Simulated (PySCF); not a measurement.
## Worked example: the step energy

An elementary step of SiH₂ClF, singlet (SiHF ([F][SiH]) + HCl → SiHCl ([SiH][Cl]) + HF; Si–F, H–Cl broken or loosened, Si–Cl, F–H formed or tightened). “Start” and “end” are the PBE0-D4/def2-TZVP structures reached by relaxing down either side of its saddle point, with the molecules still in contact.

PySCF 2.14 with density fitting (its default auxiliary sets; JK sets also for MP2 and CCSD(T)); basis: def2-TZVPP and def2-QZVPP; cores frozen in the correlated methods.

Energies in eV:

| quantity | end | start |
| --- | --- | --- |
| Hartree–Fock, triple zeta (X = 3) | -23105.05213 | -23105.38367 |
| Hartree–Fock, quadruple zeta (X = 4) | -23105.76437 | -23106.11656 |
| MP2 correlation, X = 3 | -15.46704 | -15.32797 |
| MP2 correlation, X = 4 | -16.97679 | -16.80215 |
| CCSD(T) correlation, X = 3 | -17.00783 | -16.90870 |

Question: Work out the step energy at the basis limit: extrapolate Hartree–Fock as E(X) = E∞ + A exp(−7.88 √X) and the MP2 correlation as E(X) = E∞ + B X^−2.97 (the exponents that Neese and Valeev fitted for def2-TZVPP and QZVPP), then add CCSD(T) − MP2 in triple zeta.

Answer: Each step is linear, so take the differences first (end − start): Hartree–Fock 0.33154 (X = 3) and 0.35219 (X = 4); MP2 correlation -0.13907 and -0.17464; CCSD(T) correlation -0.09913.
Two points give E∞ = E(4) + w [E(4) − E(3)], with w = 1/(exp(7.88 (2 − √3)) − 1) = 0.1377 for Hartree–Fock and w = 1/((4/3)^2.97 − 1) = 0.7407 for the correlation.
Hartree–Fock: 0.35219 + 0.1377 × 0.02065 = 0.3550 eV.
MP2 correlation: -0.17464 + 0.7407 × (-0.03557) = -0.2010 eV.
CCSD(T) − MP2: -0.09913 − (-0.13907) = 0.0399 eV.
Sum: 0.3550 + (-0.2010) + 0.0399 = 0.1939 eV, or 4.47 kcal/mol. Plain CCSD(T) in triple zeta gives 0.2324 eV, so the larger basis shifts the result by -0.0385 eV.

T1 diagnostic: at most 0.013.

Labels in which every atom is bracketed show which atoms are joined, not bond orders.

For scale, one of the runs: CCSD(T)/def2-TZVPP, 143 basis functions, launched by `OMP_NUM_THREADS=4 python run.py`. Hardware: 4 CPU threads of an AMD EPYC 7B13, shared host. Wall time 46 s; peak host memory 0.88 GiB.
